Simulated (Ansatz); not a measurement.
S vacancy in MoS2

These are results of Ansatz, DFT PBEsol, scalar-relativistic, plane waves, PAW, not measurements. Settings: 420 eV cutoff, 2×2×2 k-mesh, Gaussian smearing of 0.01 eV, collinear spin in charge -1 alone.

Host crystal, relaxed:

```
Mo S
1.0
     3.14139    0.00000    0.00000
    -1.57069    2.72052    0.00000
     0.00000    0.00000   12.58509
Mo S
2 4
Cartesian
  1.5707 0.9068 3.1463
  0.0000 1.8137 9.4388
  1.5707 0.9068 7.8798
  0.0000 1.8137 4.7053
  1.5707 0.9068 10.9979
  0.0000 1.8137 1.5872
```

Supercell of 42 atoms, rows in host cell vectors: 3 1 0; -2 -3 0; 0 0 -1. Atoms relax at the host's cell from a start displaced at random by 0.06 Å near the defect, so other minima may exist. The cell is small, so energies carry finite-size errors of tenths of an eV. The host's Kohn–Sham gap is 0.97 eV. Atoms are taken from and returned to the elements' standard states. Charged cells are corrected for image charges with the computed static dielectric tensor (mean 12.0) and aligned with the host's potential at far atoms (alignment terms reach 0.39 eV; the program doubts the alignment in some charges, where it is up to 0.39 eV). No band-filling term is added, and the Fermi level counts from the host's valence band top.

Defect: S vacancy set at (0.667, 0.333, 0.626) of the host cell. Before relaxation its nearest neighbours are 3 Mo at 2.39 Å.

```tsv
charge	E_f at the valence band top (eV)	over the neutral state (eV)	moment (μB)	largest move (Å)	atoms near the site
0	2.91	0.00	0.00	0.07	3 Mo at 2.37 Å
-1	3.90	0.99	1.00	0.08	1 Mo at 2.35 Å, 1 Mo at 2.38 Å, 1 Mo at 2.42 Å
```

Among the charges computed the stable one is 0 at the valence band top and stays so across the gap. In charge -1 the extra carrier would gain by moving to a band edge of the host, so it isn't bound in the gap, though by less than the errors named above. Without the alignment that the program doubts, the level (0/-1) would lie at 0.60 eV, inside the gap, so these runs don't decide whether the defect changes charge there.

Cost: 3 runs of about 66 core-minutes in all, on Intel Xeon Processor @ 2.70GHz (shared hosts).